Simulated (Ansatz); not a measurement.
Compare A (`CCC(N)=O`) with its isomer B (`CO/C=C/N`).

Program: Ansatz. Geometries: PBE0-D4/def2-TZVP. ΔE: electronic, gas phase. CCSD(T)/CBS is the MP2 limit (def2-TZVPP, def2-QZVPP) plus CCSD(T) − MP2 in def2-TZVPP, frozen cores. DFT in def2-TZVPP. B3LYP here is the variant with VWN-RPA as its local correlation; programs differ in this. Each species was taken in one conformer, which may not be the lowest.

A:

Z-matrix (Å, degrees):
```
C
C 1 1.515
H 1 1.091 2 111.0
H 1 1.092 2 110.7 3 120.4
H 1 1.090 2 110.5 3 -119.0
C 2 1.516 1 112.5 3 63.8
H 2 1.095 1 111.2 3 -59.4
H 2 1.097 1 110.4 3 -176.9
O 6 1.212 2 123.0 1 19.0
N 6 1.358 2 114.9 1 -162.0
H 10 1.005 6 118.5 2 -175.9
H 10 1.003 6 122.1 2 -0.6
```

B:

```xyz
12

C    -0.588   -0.855    1.653
O    -0.757   -1.337    0.348
C    -0.254   -0.562   -0.647
C     0.420    0.582   -0.523
N     1.034    1.257   -1.590
H    -1.044   -1.586    2.320
H     0.475   -0.747    1.903
H    -1.082    0.116    1.787
H    -0.443   -1.011   -1.617
H     0.606    1.023    0.449
H     0.841    2.249   -1.589
H     0.790    0.871   -2.492
```

**Question.** Which isomer does CCSD(T)/CBS put lower? Give the gap. (An estimate is asked.)

**Answer.** Ansatz gave: A, by 43.2 kcal/mol.

**Question.** Give E(B) − E(A) in kcal/mol with PBE0-D4, CCSD(T)/def2-SVP, B3LYP, CCSD(T)/def2-TZVPP, ωB97M-V, MP2/def2-TZVPP, PBE-D4. (Estimate.)

**Answer.** The calculation gave: PBE0-D4 44.4, CCSD(T)/def2-SVP 46.3, B3LYP 42.8, CCSD(T)/def2-TZVPP 43.5, ωB97M-V 44.4, MP2/def2-TZVPP 45.5, PBE-D4 43.1. None reverses the order clearly.

**Question.** Does the order hold for the free energy at 298.15 K (harmonic terms from PBE0-D4)? (An estimate is asked.)

**Answer.** The calculation gave: Yes: G(B) − G(A) = +44.6 kcal/mol, for one conformer each. Modes under 60 cm⁻¹, often nearly free rotors, make the harmonic entropy too high.

Largest T1 diagnostic: 0.013.

Leaving LDA and LC-ωPBE aside and taking each functional with its dispersion term where it has one, the values, not all of them listed here, spread over 3.8 kcal/mol, from BLYP-D4 to PBE-QIDH. LDA lies −0.8 kcal/mol from PBE without D4. At CCSD(T), def2-SVP lies +3.1 kcal/mol from the extrapolated value and def2-TZVPP +0.3 kcal/mol.
